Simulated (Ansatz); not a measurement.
System: hcp Sc. Method: BLYP (Ansatz, a program for electronic structure, plane waves, PAW).

Run with plane-wave cutoff 520 eV, 18×18×10 k mesh (along the axes of the cell as run), Fermi–Dirac smearing 0.05 eV, scalar-relativistic PAW data made under PBE.

Shape and atoms are relaxed at each volume.

Pressure at four volumes; x = ln(V/24.993 Å³). One pressure is withheld.

```tsv
V (Å³/atom)	x	P (GPa)
23.993	-0.0408	?
24.493	-0.0202	1.09
24.993	0.0000	0.00
25.993	0.0392	-1.90
```

Problem. Pass a parabola P(x) through the three rows shown, estimate the bulk modulus and its pressure derivative near zero pressure, and predict the withheld pressure.

Solution. Slopes between the rows: (0.00 − (1.09))/(0.0000 − (-0.0202)) = -53.96 and (-1.90 − (0.00))/(0.0392 − (0.0000)) = -48.47 GPa. Their difference over the span 0.0594 is c = 5.49/0.0594 = 92.4 GPa, so P(x) = 1.09 + (-53.96)(x − (-0.0202)) + 92.4 (x − (-0.0202))(x − (0.0000)). At the middle row B = −dP/dx = −[-53.96 + 92.4 × 0.0202] = 52.1 GPa, and B′ = dB/dP = 2c/B = 3.5. At x = -0.0408 the parabola gives 2.28 GPa; the run gives 2.28 GPa. The Birch–Murnaghan fit to the energies at all volumes has B0 = 51.9 GPa and B′ = 3.5.

Measured, for comparison: bulk modulus 55.6 GPa (zero-point energy and finite temperature contributions removed, our sources range from 44.5 to 55.6; as tabulated in doi:10.1021/acs.jctc.3c00612). Computed (rounded) less measured: bulk modulus not scored (sources differ).

Note: the bulk modulus comes from volumes at which shape and atoms were relaxed.
